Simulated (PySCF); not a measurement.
Molecule: `InChI=1S/C3H3FO/c1-3(4)2-5/h2H,1H2`.

Mapped SMILES: `[CH2:1]=[C:2]([F:3])[CH:4]=[O:5]`. Hydrogens are named by the atom that carries them. Ha(C1) is cis to F3; Hb(C1) is trans to F3.

Geometry PBE0-D3(BJ)/def2-SVP throughout; GIAO in PySCF 2.14, gas phase, one conformer, non-relativistic; equivalent atoms averaged; functional PBE0.

For orientation, 6-311+G(2d,p) gives these shifts δ (against TMS, CFCl3, H2O at the same level): C4 188.7, C2 165.9, C1 103.6, F3 -127.9, O5 649.7, H(C4) 9.72, Hb(C1) 5.87, Ha(C1) 5.05 ppm.

A run gave: C4 176.8, C2 153.0, C1 98.0, F3 -114.3, O5 607.7, H(C4) 9.36, Hb(C1) 5.56, Ha(C1) 4.84 ppm (shifts δ (against TMS, CFCl3, H2O at the same level)).

Which basis set was used in that run?
A. 6-31G*
B. cc-pVTZ
C. def2-SVP
D. pcSseg-1
E. pcSseg-0

Results:

A. O5 tells them apart best: 6-31G* gives 607.7, cc-pVTZ gives 664.5, pcSseg-0 gives 776.1, def2-SVP gives 653.0, pcSseg-1 gives 687.4 ppm.
